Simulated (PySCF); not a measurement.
Atoms are numbered as in `[CH2:1]=[CH:2][O:3][C:4]([CH3:5])=[O:6]`; H(Xn) means a hydrogen on atom n. Ha(C1) is cis to O3; Hb(C1) is trans to O3.

GIAO PBE0/pcSseg-1 shifts (PySCF 2.14, gas phase, non-relativistic, equivalent atoms averaged), each against references optimised in the same way as the molecule (TMS, H2O).

On the GFN2-xTB geometry: C4 172.4, C2 149.3, C1 101.1, C5 23.2, O6 448.2, O3 260.0, H(C2) 7.88, Ha(C1) 5.08, Hb(C1) 4.83, H(C5) 2.14 ppm.

What changes on the PBE0-D3(BJ)/def2-SVP geometry?

Results:


```
 atoms  δ (ppm)  change
    C4    169.8    -2.6
    C2    147.9    -1.4
    C1    100.4    -0.7
    C5     21.7    -1.5
    O6    447.2    -1.0
    O3    261.7    +1.7
 H(C2)     7.68   -0.20
Ha(C1)     5.04   -0.04
Hb(C1)     4.69   -0.14
 H(C5)     2.04   -0.10
```

Bonds between heavy atoms that differ most (equivalent bonds averaged): C1–C2 1.319 → 1.329 Å, O3–C4 1.349 → 1.359 Å, C2–O3 1.376 → 1.368 Å, C4–C5 1.503 → 1.497 Å. Mean change of bonds to hydrogen: C–H +0.013 Å.
